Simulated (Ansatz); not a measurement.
## Atomization energy of C2H4, singlet, from cheap to dear

Geometry (MP2(full)/6-31G*, from the G2/97 set):

```xyz
6

C     0.0000    0.0000    0.6675
C     0.0000    0.0000   -0.6675
H     0.0000    0.9228    1.2377
H     0.0000   -0.9228    1.2377
H     0.0000    0.9228   -1.2377
H     0.0000   -0.9228   -1.2377
```

Measured, as an electronic atomization energy: 2357.6 kJ/mol (G2/97 heats of formation of molecule and atoms, with zero-point and thermal terms from B3LYP taken off; Curtiss et al., J. Chem. Phys. 106, 1063 (1997), Staroverov et al., J. Chem. Phys. 119, 12129 (2003)). The measured value holds scalar relativity and spin–orbit coupling, which all computed ones lack, and core correlation, which the wave-function levels lack. Atoms are taken at the same level; beside RHF, RMP2 and RCC rows they are unrestricted. The atoms' steps beyond CCSDT(Q) are taken from restricted open-shell runs, which share full CI's core. Ansatz 0.2.0; the 6-31G* set has Cartesian d functions; a miss is computed less measured; times are wall times on shared hosts and scatter by a factor of two or so.

| level | basis | miss (kJ/mol) | time of the run | hardware |
| --- | --- | --- | --- | --- |
| RHF | cc-pVDZ | -599.3 | – | – |
| RMP2 | cc-pVDZ | -149.2 | – | – |
| RCCSD(T) | cc-pVDZ | -160.0 | 0.45 s | 1 CPU thread |
| RCCSDT(Q) | cc-pVDZ | -158.4 | 14 s | 1 CPU thread |
| RCCSDTQ | cc-pVDZ | -158.5 | 9 s | H100 + 5 CPU threads |
| RHF | cc-pVTZ | -569.2 | 1.7 s | 1 CPU thread |
| RMP2 | cc-pVTZ | -39.3 | – | – |
| RCCSD(T) | cc-pVTZ | -52.4 | 3.4 s | 1 CPU thread |
| RCCSDT(Q) | cc-pVTZ | -51.9 | 6 s | H100 + 5 CPU threads |
| RHF | cc-pVQZ | -565.9 | – | – |
| RMP2 | cc-pVQZ | -8.7 | – | – |
| RCCSD(T) | cc-pVQZ | -23.9 | 2.5 s | H100 + 5 CPU threads |

HF's time is that of a plain UHF run. A dash: the level came out of a higher level's run.

A composite of the best parts (restricted reference, at this geometry, which isn't the minimum of the high levels):

```csv
part,kJ/mol
"Hartree–Fock limit (T, Q; exp(−5.46 √X))",1792.70
"CCSD(T) correlation limit (T, Q; X⁻³)",560.30
CCSDT − CCSD(T) (TZ),-1.35
(Q) (TZ),1.78
CCSDTQ − CCSDT(Q) (DZ),-0.04
sum,2353.4
sum less measured,-4.2
```
